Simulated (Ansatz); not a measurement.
```yaml
crystal:
  periodic: [false, false, false]
  atoms:
    - {symbol: Na, position_ang: [0.000000, 0.000000, 0.000000]}
    - {symbol: Na, position_ang: [0.000000, 0.000000, 2.976000]}
basis:
  gaussian: {orbitals: def2-TZVP}
total_charge: 1
magnetization: {spin_polarized: true, initial_magnetization: 1}
hamiltonian: {xc: pbe0}
relax: {f_tol: 0.004, max_steps: 80}
```

```sh
$ ansatz run in.yaml --threads 1 --pin off --events-out ev --progress --plain --max-ram 2176MiB
```

Steps of the relaxation (energy above the last step; positions in Å, forces in eV/Å):

```
2
step 1, 177.5 meV
Na    0.000    0.000    0.000    0.000    0.000   -0.636
Na    0.000    0.000    2.976    0.000    0.000    0.636
```

```
2
step 2, 124.5 meV
Na    0.000    0.000   -0.047    0.000    0.000   -0.505
Na    0.000    0.000    3.023    0.000    0.000    0.505
```

```
2
step 3, 14.5 meV
Na    0.000    0.000   -0.226    0.000    0.000   -0.140
Na    0.000    0.000    3.202    0.000    0.000    0.140
```

```
2
step 6, 0.0 meV
Na    0.000    0.000   -0.335    0.000    0.000   -0.002
Na    0.000    0.000    3.311    0.000    0.000    0.002
```

Close pairs at the end: Na1–Na2 3.646 Å.

A stationary point of unrestricted PBE0 after 6 steps, with ⟨S²⟩ = 0.750 against 0.75 for a pure state. 9 s on 1 thread of AMD EPYC 7R13, shared host.
